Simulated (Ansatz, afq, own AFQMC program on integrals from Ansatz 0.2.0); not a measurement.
**CH4, singlet in 6-31G, levels against full CI**

```csv
atom,x (Å),y (Å),z (Å)
C,0.0000,0.0000,0.0000
H,0.6280,0.6300,0.6292
H,-0.6316,-0.6267,0.6289
H,-0.6266,0.6282,-0.6325
H,0.6301,-0.6314,-0.6257
```

Basis 6-31G. Noble-gas cores (and the filled d shells of Ga–Kr and In–Xe) are frozen. Ansatz 0.2.0 and our own AFQMC program on the same integrals; the CISD trial comes from CCSD amplitudes, and released means the phaseless constraint is let go. Free projection: walkers drawn from exp(T), propagated without any constraint. Its projection time is finite, and what remains of the start isn't in its error. Uncertainties: one standard error, sampling alone.

Determinant: RHF, the one that the program's search chose, which needn't be the lowest solution. The geometry is a point of a scan.

Full CI on the same integrals is exact in this basis and with this determinant's frozen core.

- T1 diagnostic: 0.0037
- weight of the determinant in the CISD state: 0.947
- size of the correlated space: 8 electrons in 16 orbitals

| level | correlation energy (eV) |
| --- | --- |
| MP2 | -2.6841 |
| CCSD | -3.2044 |
| CCSD(T) | -3.2479 |

Task: Estimate where free-projection AFQMC lies against CCSD(T) on the same integrals.

Result: 0.9 ± 0.1 kJ/mol below CCSD(T).

Reference: full CI, correlation energy -3.256 eV. The released energy is read at 2.40 1/Eh (meV from the phaseless value at times in 1/Eh: -2.4 ± 1.3 at 0.24, -2.5 ± 1.0 at 0.51, -2.5 ± 0.9 at 0.99, -2.8 ± 0.9 at 1.62, -2.5 ± 0.9 at 2.40).

```
         level  E − E(reference) (kJ/mol)  share of correlation (%)
       CCSD(T)                        0.8                     99.75
         CCSDT                        0.2                     99.93
      CCSDT(Q)                        0.0                    100.00
        CCSDTQ                        0.0                     99.99
   ph-AFQMC/HF                 -0.4 ± 1.7                    100.14
 ph-AFQMC/CISD                  0.2 ± 0.2                     99.94
released AFQMC                 0.0 ± 0.09                    100.01
    free AFQMC                 -0.1 ± 0.1                    100.04
```

CCSDT and higher add their correlation energy to the determinant of the CCSD(T) run, since their own runs factorise the integrals more tightly (a shift of under 2 meV). Free projections are given only where their last times agree within the noise and don't stop above the reference; a slow remainder of the start can still hide under it. A walk keeps the symmetry of its determinant, which the program's search chose and which needn't be the lowest solution, so a lower state of the same spin and another symmetry isn't excluded. Released energies are given only where the last usable release times agree within the noise; a slower fall can still hide under it.
